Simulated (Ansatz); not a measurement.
# Other spins and charges of CH$_{3}$⁺, triplet at one geometry

Geometry (PBE0/def2-TZVP stationary point for this spin, not checked as a minimum):

```json
{"atom": "C", "x (Å)": "0.0000", "y (Å)": "0.0000", "z (Å)": "0.0548"}
{"atom": "H", "x (Å)": "0.0000", "y (Å)": "0.6835", "z (Å)": "-0.8953"}
{"atom": "H", "x (Å)": "0.0000", "y (Å)": "0.0000", "z (Å)": "1.1377"}
{"atom": "H", "x (Å)": "0.0000", "y (Å)": "-0.6835", "z (Å)": "-0.8953"}
```

Basis cc-pVTZ; Ansatz 0.2.0. Correlated methods freeze the noble-gas cores. R marks a restricted (for open shells ROHF) determinant, U an unrestricted one. Active spaces: valence = (6e, 7o) chosen from the atoms' valence shells.

Gaps are energies of the second state less the first, at fixed atoms, for a selection of the levels run; each method lands on the state that its own search finds for that charge and spin.

**Question.** PBE gives 12.261 eV for quintet less triplet. Estimate what UCCSDT(Q) gives in cc-pVTZ.

**Answer.** UCCSDT(Q) in cc-pVTZ gives 12.365 eV, so against it PBE is off by -0.104 eV.

| level | gap (eV) | error (meV) |
| --- | --- | --- |
| RMP2 | 12.511 | 146 |
| RCCSD(T) | 12.385 | 20 |
| UCCSD(T) | 12.385 | 20 |
| BCCD(T) | 12.379 | 14 |
| RCCSDT | 12.367 | 2 |
| UCCSDT | 12.368 | 3 |
| RCCSDT(Q) | 12.364 | -1 |
| r2SCAN | 12.195 | -170 |
| B2PLYP | 12.584 | 219 |

**Question.** PBE gives -1.770 eV for singlet less triplet. Estimate what UCCSDT(Q) gives in cc-pVTZ.

**Answer.** UCCSDT(Q) in cc-pVTZ gives -2.107 eV, so against it PBE is off by 0.337 eV.

```
                   level  gap (eV)  error (meV)
                     RHF    -1.791          316
                     UHF    -1.588          519
                    RMP2    -2.032           75
                    UMP2    -2.045           62
                   RCCSD    -2.113           -6
                   UCCSD    -2.107            0
                RCCSD(T)    -2.110           -3
                UCCSD(T)    -2.109           -2
                 BCCD(T)    -2.110           -3
                  RCCSDT    -2.108           -1
                  UCCSDT    -2.107            0
               RCCSDT(Q)    -2.109           -2
  CASSCF (valence space)    -2.394         -287
  NEVPT2 (valence space)    -2.004          103
  MRCISD (valence space)    -2.115           -8
MRCISD+Q (valence space)    -2.094           13
                  r2SCAN    -1.624          483
                    PBE0    -1.777          330
                   B3LYP    -1.988          119
                 wB97M-V    -2.052           55
                  B2PLYP    -2.032           75
                 RPA-PBE    -2.149          -42
```

Full CI isn't at hand for all of this; UCCSDT(Q) serves as the reference, and is uncertain by about the last step of the cluster series. The frozen core follows each run's orbitals, which can shift R against U totals by a few meV.
